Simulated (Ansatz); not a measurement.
Isolated molecules relaxed with PBE0-D4/def2-TZVP in Ansatz; ΔE leaves out vibrations. CCSD(T)/CBS adds triple-zeta CCSD(T) − MP2 to the extrapolated MP2 energy (def2 sets, frozen cores). This one scheme is used for every species. Functionals use def2-TZVPP. Triplets are unrestricted, without spin–orbit coupling. One conformer a species, not always the lowest.

`FCCF` → difluoromethane + `[CH2]` (triplet)  (formal loss of a carbene)

`FCCF`:

```xyz
8

F    -1.391    0.934    0.531
C    -0.058    0.696    0.274
C     0.149   -0.701   -0.223
F    -0.343   -0.846   -1.501
H     0.281    1.423   -0.471
H     0.503    0.839    1.204
H     1.221   -0.927   -0.239
H    -0.363   -1.418    0.425
```

`FCF`:

Cartesian coordinates in Å:
```
F 1.190 0.154 -0.524
C -0.052 -0.044 -0.030
F -0.191 0.693 1.095
H -0.783 0.298 -0.767
H -0.164 -1.101 0.226
```

`[CH2]` (triplet):

```xyz
3

C    -0.090    0.227   -0.128
H     0.522   -0.390   -0.766
H    -0.432    0.163    0.894
```

Is it downhill or uphill in electronic energy at CCSD(T)/CBS, and by how much? (Best estimate.)

Ansatz gave: Uphill: ΔE = +98.5 kcal/mol.

What do these levels give: LDA (SPW92), r2SCAN0-D4, B2PLYP, PBE, CAM-B3LYP, MP2/def2-TZVPP? (An estimate is asked.)

Ansatz gave: LDA (SPW92) 115.6, r2SCAN0-D4 91.8, B2PLYP 96.3, PBE 98.7, CAM-B3LYP 97.5, MP2/def2-TZVPP 97.5 kcal/mol.

Largest T1 diagnostic among the species: 0.011.

From PBE to PBE0 (25 % exact exchange), in def2-TZVPP and without D4, ΔE moves by −2.0 kcal/mol. The D4 term adds +1.6 kcal/mol with B3LYP and +0.9 kcal/mol with PBE0; it sums over pairs of atoms, weighted by their polarisabilities, and B3LYP, whose exchange is more repulsive, gets the larger term.

B3LYP here is the variant with VWN-RPA as its local correlation; programs differ in this.
